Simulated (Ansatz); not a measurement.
## H2Ga–AsH2⁺, doublet: the ladder up to UCCSDT(Q)

Geometry: that of the H2Ga–AsH2, singlet, kept fixed.

```json
{"atom": "Ga", "x (Å)": "0.0215", "y (Å)": "0.0000", "z (Å)": "1.2397"}
{"atom": "As", "x (Å)": "-0.0461", "y (Å)": "0.0000", "z (Å)": "-1.1734"}
{"atom": "H", "x (Å)": "-0.0154", "y (Å)": "1.3668", "z (Å)": "2.0118"}
{"atom": "H", "x (Å)": "-0.0154", "y (Å)": "-1.3668", "z (Å)": "2.0118"}
{"atom": "H", "x (Å)": "0.9876", "y (Å)": "1.1100", "z (Å)": "-1.2806"}
{"atom": "H", "x (Å)": "0.9876", "y (Å)": "-1.1100", "z (Å)": "-1.2806"}
```

Basis cc-pVTZ; Ansatz 0.2.0. Correlated methods freeze the noble-gas cores and the filled d shells of p-block atoms, which leaves 11 electrons in 114 orbitals. R marks a restricted (for open shells ROHF) determinant, U an unrestricted one. No spin–orbit coupling is included, and no scalar relativity.

Full CI isn't at hand for all of this; UCCSDT(Q) serves as the reference, and is uncertain by the last step of the cluster series or more.

The UHF ⟨S²⟩ is 0.771. The T1 diagnostic (RCCSD) is 0.0287. The largest doubles amplitude (RCCSD) is 0.045. The T1 diagnostic (UCCSD) is 0.0185.

Question: From what is known of these methods and the diagnostics, rank them by the size of their error in total energy against UCCSDT(Q) in cc-pVTZ, smallest first (an estimate: the text doesn't fix the numbers).
A. UMP2
B. UHF
C. UCCSDT
D. UCCSD
E. UCCSD(T)

Answer: C (0.17 kcal/mol), E (0.97 kcal/mol), D (5.41 kcal/mol), A (30.50 kcal/mol), B (151.57 kcal/mol).

All errors are against UCCSDT(Q) in cc-pVTZ. Within each family the higher level lies nearer, as is usual though not guaranteed.
